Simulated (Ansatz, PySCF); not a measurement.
Species: triplet methylene, CH$_{2}$ (charge 0, triplet). 
Structure (B3LYP-D3(BJ)/def2-TZVP (Ansatz, an electronic-structure program) minimum search):
SMILES: [CH2]
```xyz
3

C      0.0094     0.0032     0.1026
H     -0.0192     0.9863    -0.3393
H     -0.0373    -1.0052    -0.2764
```
Charge 0, spin multiplicity 3.

Dipole moments at this geometry, in debye (magnitudes).

```csv
level,program,dipole (D)
SVWN5/def2-TZVPD,PySCF,0.62
BLYP/def2-TZVPD,Ansatz,___
r2SCAN0/def2-TZVPD,Ansatz,0.57
HSE06/def2-TZVPD,Ansatz,0.59
wB97M-V/def2-TZVPD,Ansatz,0.63
CCSD(T)/aug-cc-pVDZ,Ansatz,___
```

Q: Some entries are withheld; supply them.

A: 
- BLYP/def2-TZVPD, dipole (D): 0.59
- CCSD(T)/aug-cc-pVDZ, dipole (D): 0.59
